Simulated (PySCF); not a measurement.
**Assigning NMR signals**

Bonds: C1-C2 1.213 Å, C2-C3 1.430 Å, C3-C4 1.347 Å, C3-C5 1.485 Å, C5-N6 1.267 Å. C1 carries H7; C4 carries H8, H9; C5 carries H10; N6 carries H11.

Theoretical values (PySCF 2.14.0 with density-fitted response routines): J couplings at B3LYP/pcJ-1 (spin–dipole term only in couplings to heteroatoms), coordinates at the PBE0-D3(BJ)/def2-SVP level, σ from GIAO-B3LYP/pcSseg-2. Gas phase, one conformer, non-relativistic Hamiltonian.

Referencing at the same level of theory: ¹³C (σ = 179.19 ppm) and ¹H (σ = 31.39 ppm) vs TMS.

Question: Assign these signals to the numbered atoms. ¹³C{¹H} NMR (computed): δ 177.0, 142.4, 142.4, 92.3, 81.8.

Answer: 
```tsv
δ (ppm)	atoms	environment	reason
177.0	C5	carbon bonded to C, N, H	–
142.4	C4	carbon bonded to C, 2 H	–
142.4	C3	carbon bonded to 3 C	–
92.3	C1	carbon bonded to C, H	–
81.8	C2	carbon bonded to 2 C	–
```

C4 and C3 lie closer than the usual error of such a calculation, so a measured spectrum could show them in the other order.

Question: Assign these signals to the numbered atoms. ¹H NMR (400 MHz, computed): δ 10.46 (br s, 1H), 8.01 (s, 1H), 6.24 (t, J = 1.2 Hz, 1H), 5.98 (d, J = 1.4 Hz, 1H), 3.20 (d, J = 1.0 Hz, 1H).

Answer: 
10.46 → H11, hydrogen on a nitrogen bonded to C
8.01 → H10, hydrogen on a carbon bonded to C, N
6.24 → H8, hydrogen on a carbon bonded to C
5.98 → H9, hydrogen on a carbon bonded to C
3.20 → H7, hydrogen on a carbon bonded to C

Exchangeable OH/NH protons stand at their gas-phase positions; hydrogen bonding in a real sample shifts them, mostly to higher δ. Splittings below 1 Hz are ignored in the labels, and close J values are merged. Shifts are as computed. Against solution values, carbons near 30 ppm lie about +3 ppm off and those near 130 ppm about +8 ppm. Of 1211 compounds with measured shifts, 218 miss one by over three times the rms of a fit or turn the order of signals round; such compounds aren't used in these exercises. Couplings to exchangeable protons are dropped.
